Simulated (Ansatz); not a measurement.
A made-up structure of CH₆AlSi (charge -1), singlet:

C1  (-0.823, 0.136, -0.487)
Si2  (0.985, 0.763, -0.289)
Al3  (-0.057, -1.034, 0.949)
H4  (-1.050, -0.306, -1.461)
H5  (2.146, -0.008, -0.015)
H6  (1.005, 2.237, 0.040)
H7  (1.723, 0.692, -1.606)
H8  (0.317, -2.569, 0.591)
H9  (-0.507, -0.784, 2.486)
(Å)

It is relaxed with PBE-D4/def2-SVPD and then PBE0-D4/def2-TZVPD (Ansatz 0.2.0). Atoms count as bonded within 1.22 times the sum of their covalent radii (H–H: 0.88 Å). The end point is not checked to be a true minimum.

Does its bonding change? (A judgement: the text doesn't fix the answer.)

Computed: Yes. Formed: none; broken: Si2–Al3.

Where it ends: The first stage lowers the energy by 2.33 eV in 14 steps. It ends as CH₆AlSi ([AlH2][CH][SiH3]), total charge -1:
```
9
angstrom
C -0.1329 -0.2938 -0.4563
Si 1.0787 1.0246 -0.5203
Al -0.2728 -1.5190 0.9144
H -0.8275 -0.3564 -1.2976
H 1.9880 1.0255 0.6771
H 0.5605 2.4518 -0.5771
H 2.0380 1.0392 -1.6985
H -1.3834 -2.7065 0.9486
H 0.6894 -1.5383 2.2165
```

Labels in which every atom is bracketed show which atoms are joined, not bond orders.

For scale, one of the runs: PBE0-D4/def2-TZVPD relaxation, 177 basis functions, launched by `ansatz run in.yaml --threads 2 --pin off --events-out ev --progress --plain --max-ram 4352MiB`. Hardware: 2 CPU threads of an Arm Neoverse V2, shared host. Wall time about 22 s.
